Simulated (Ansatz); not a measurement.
We consider antifluorite Mg2Ge, described by HSE06-D3(BJ) in Ansatz (PAW).

Numerical settings: plane-wave cutoff 460 eV, 8×8×8 k mesh, Fermi–Dirac smearing 0.01 eV, scalar-relativistic PAW data made under PBE.

Properties against volume:

```tsv
V (Å³/atom)	P (GPa)	direct gap at Γ (eV)	smallest gap on the k mesh (eV)
19.484	3.49	2.383	0.431
19.997	1.64	2.211	0.454
20.301	0.65	2.113	0.467
21.022	-1.43	1.887	0.494
21.581	-2.81	1.720	0.514
```

The fundamental gap (0.48 eV at the equilibrium volume, on the SCF mesh) lies elsewhere than Γ–Γ.

Measured, for comparison: band gap 0.74 eV (temperature not stated, no zero-point or thermal correction, indirect, Γ–X; as tabulated in Ryu et al. (2019), arXiv:1905.06140).

Spin–orbit coupling is not included.

Ansatz is a program for electronic structure.
